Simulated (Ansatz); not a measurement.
Other spins and charges of SnH4⁺, doublet at one geometry

Geometry (PBE0/def2-TZVP stationary point for this spin, not checked as a minimum):

```xyz
5

Sn    0.0000    0.0000    0.0000
H     0.5761    1.1516    1.1503
H    -0.5821   -1.1483    1.1506
H    -0.5743    1.1492   -1.1536
H     0.5802   -1.1525   -1.1473
```

Basis def2-SVP with its core potentials; Ansatz 0.2.0. Correlated methods freeze the noble-gas cores and the filled d shells of p-block atoms. R marks a restricted (for open shells ROHF) determinant, U an unrestricted one. Active spaces: valence = (7e, 8o) chosen from the atoms' valence shells. No spin–orbit coupling is included; scalar relativity enters through the core potentials alone.

Gaps are energies of the second state less the first, at fixed atoms, for a selection of the levels run; each method lands on the state that its own search finds for that charge and spin.

Quartet less doublet: 5.813 eV at UCCSDT(Q).

| level | gap (eV) | error (meV) |
| --- | --- | --- |
| UHF | 4.891 | -922 |
| UMP2 | 5.538 | -275 |
| UCCSD | 5.785 | -28 |
| UCCSD(T) | 5.807 | -6 |
| BCCD(T) | 5.817 | 4 |
| UCCSDT | 5.813 | 0 |
| CASSCF (valence space) | 5.692 | -121 |
| NEVPT2 (valence space) | 5.788 | -25 |
| MRCISD (valence space) | 5.840 | 27 |
| MRCISD+Q (valence space) | 5.844 | 31 |
| PBE | 5.832 | 19 |
| r2SCAN | 5.751 | -62 |
| PBE0 | 5.767 | -46 |
| B3LYP | 5.952 | 139 |
| wB97M-V | 6.038 | 225 |
| B2PLYP | 5.853 | 40 |
| RPA-PBE | 6.043 | 230 |

In so small a basis the reference is far from its limit while semilocal and hybrid functionals are nearer theirs (RPA and double hybrids share much of the reference's basis error), so the functionals' errors here hold much of the reference's basis and frozen-core error, which can add to them or hide them.

Full CI isn't at hand for all of this; UCCSDT(Q) serves as the reference, and is uncertain by about the last step of the cluster series. The frozen core follows each run's orbitals, which can shift R against U totals by a few meV for light atoms and by up to 0.1 eV past Ca.
